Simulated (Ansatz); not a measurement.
in.yaml

```yaml
crystal:
  periodic: [false, false, false]
  atoms:
    - {symbol: Ge, position_ang: [-0.000041, -0.415523, 1.649975]}
    - {symbol: Ge, position_ang: [-0.000130, -0.334723, -0.799328]}
    - {symbol: N, position_ang: [0.000118, -0.426428, -2.449015]}
    - {symbol: H, position_ang: [0.000053, 1.176674, 1.598368]}
basis:
  gaussian: {orbitals: cc-pVDZ}
magnetization: {spin_polarized: false}
correlation: {method: ccsdt_q, electrons: outside_noble_gas}
```

```sh
$ ansatz run in.yaml --threads 1 --pin off --events-out ev --progress --plain --max-ram 2393MiB
```

The program prints:

```
1448 factors; integrals over basis functions are off by at most 1.9e-7 eV
mean field evaluation 1: about -114428.9546 eV, gradient 5.5e1 eV
mean field evaluation 2: about -114428.9597 eV, gradient 5.5e1 eV
mean field evaluation 4: about -114437.9889 eV, gradient 7.7e0 eV
mean field evaluation 8: about -114438.4751 eV, gradient 5.6e-1 eV
mean field evaluation 16: about -114428.9550 eV, gradient 5.5e1 eV
mean field evaluation 32: about -114433.0956 eV, gradient 4.9e0 eV
mean field evaluation 64: about -114434.4152 eV, gradient 4.0e-4 eV
mean field evaluation 96: about -114423.2203 eV, gradient 1.1e-2 eV
mean field evaluation 128: about -114433.3033 eV, gradient 2.1e1 eV
mean field evaluation 160: about -114433.4880 eV, gradient 3.0e0 eV
...
cycle  13  -10.97565162 eV  change   -2.9e-5 eV  update   2.4e-4
cycle  14  -10.97553298 eV  change    1.2e-4 eV  update   1.5e-4
cycle  15  -10.97569699 eV  change   -1.6e-4 eV  update   8.8e-5
cycle  16  -10.97561428 eV  change    8.3e-5 eV  update   5.9e-5
cycle  17  -10.97553352 eV  change    8.1e-5 eV  update   3.4e-5
cycle  18  -10.97551622 eV  change    1.7e-5 eV  update   2.1e-5
cycle  19  -10.97550359 eV  change    1.3e-5 eV  update   1.1e-5
cycle  20  -10.97549218 eV  change    1.1e-5 eV  update   5.3e-6
cycle  21  -10.97548933 eV  change    2.9e-6 eV  update   3.2e-6
cycle  22  -10.97548968 eV  change   -3.5e-7 eV  update   1.6e-6
perturbative correction -0.15228589 eV, -0.0055964033 hartree
Total energy: -114449.62495756 eV, -4205.9461404483 hartree
```

Ran on 1 thread of Arm Neoverse V2, shared host: 75 s wall, 0.44 GiB peak host memory.
